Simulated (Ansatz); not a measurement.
**CHB (singlet): RKS PBE0, RPA-PBE over a scan of the distance B1–H3, 6-31G**

How well do these functionals follow the top wave-function level for CHB (singlet) over a scan of the distance B1–H3?

Computed with Ansatz 0.2.0, Gaussian basis. Level: 6-31G, all electrons in the functionals, frozen cores in the correlation of double hybrids and RPA.

Plan: RKS PBE0, RPA-PBE, at 0.927 Å; 1.080 Å; 1.177 Å; 1.314 Å; 1.469 Å; 1.641 Å; 1.854 Å; 2.158 Å; 2.556 Å; 3.186 Å; 4.041 Å.

18 further runs of the same task are left out: 3 for a known fault of the program, 11 that didn't finish, 4 set aside as unsound or not needed.

## (1) What is computed

The geometry derives from a PBE0/def2-TZVP stationary point (not a proven minimum). One bond is set to the value named and the two fragments are kept rigid.

3 atoms, charge 0, spin multiplicity 1.

Atoms are counted from 1 here; the program's logs count them from 0.

Bond lengths: B1–C2 1.464 Å, B1–H3 1.177 Å. Angles: C2–B1–H3 180.0°.

Coordinates:

```xyz
3
CHB
B     0.0000    0.0000    0.0957
C     0.0000    0.0000   -1.3685
H     0.0000    0.0000    1.2728
```

No dispersion term is added.

The geometry shown and the zero of energy belong to the point 1.177 Å. The yardstick, FCI, and other wave-function levels (R restricted, U unrestricted, valence and pair active spaces) come from earlier runs.

## (2) RKS PBE0, 0.927 Å

File in.yaml:

```yaml
crystal:
  periodic: [false, false, false]
  atoms:
    - {symbol: B, position_ang: [0.000000, 0.000000, 0.179052]}
    - {symbol: C, position_ang: [0.000000, 0.000000, -1.285105]}
    - {symbol: H, position_ang: [0.000000, 0.000000, 1.106052]}
basis:
  gaussian: {orbitals: 6-31G}
hamiltonian: {xc: {name: PBE0}}
```

Command:

```bash
$ ansatz run in.yaml --threads 1 --pin off --events-out ev --progress --plain --max-ram 2393MiB
```

Further steps of the session: RKS PBE0, 1.080 Å; RKS PBE0, 1.177 Å; RKS PBE0, 1.314 Å; RKS PBE0, 1.469 Å; RKS PBE0, 1.641 Å; RKS PBE0, 1.854 Å; RKS PBE0, 2.158 Å; RKS PBE0, 2.556 Å; RKS PBE0, 3.186 Å; RKS PBE0, 4.041 Å; RPA-PBE, 0.927 Å; RPA-PBE, 1.080 Å; RPA-PBE, 1.177 Å; RPA-PBE, 1.314 Å; RPA-PBE, 1.469 Å; RPA-PBE, 1.641 Å; RPA-PBE, 1.854 Å; RPA-PBE, 2.158 Å; RPA-PBE, 2.556 Å; RPA-PBE, 3.186 Å; RPA-PBE, 4.041 Å.

Q: Predict the results of all the runs planned. Wanted: span of the FCI curve; largest miss, RKS PBE0.

As calculated:

```
              quantity                value
 span of the FCI curve             3.100 eV
largest miss, RKS PBE0  +3.663 eV (4.041 Å)
```

In words: RKS PBE0 strays by up to 3.663 eV, at 4.041 Å. Functionals and the yardstick converge differently with the basis, so part of each miss in 6-31G is the basis.
